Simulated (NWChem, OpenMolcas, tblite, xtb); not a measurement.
**C2H6Si (SMILES C[Si]C): methods side by side**

C2H6Si has 9 atoms, charge 0, and is taken as a singlet. SMILES: `C[Si]C`. Geometry: relaxed at PBE0-D4/def2-TZVP.

Quantity: the HOMO–LUMO gap, in eV. The values are calculated.

```csv
level,kind,program,value (eV),CPU time
GFN2-xTB,semi-empirical,tblite,2.42,under 2 s
GFN0-xTB,semi-empirical,xtb,1.50,under 2 s
HF/6-311+G**,Hartree–Fock,OpenMolcas,9.14,20 s
SVWN5/6-311+G**,LDA,NWChem,1.89,14 s
revPBE/6-311+G**,GGA,OpenMolcas,2.01,66 s
M06-L/6-311+G**,meta-GGA,OpenMolcas,2.37,80 s
M06-2X/6-311+G**,hybrid meta-GGA,OpenMolcas,5.66,76 s
B2PLYP/6-311+G**,double hybrid,OpenMolcas,5.91,45 s
```

The values span 1.50 to 9.14 eV. Orbital gaps aren't excitation energies, and those of double hybrids come from the SCF part alone; they tend to grow with the share of exact exchange. Times are those of the runs behind each value, whatever else they computed, on shared processors of several kinds: orders of magnitude only.
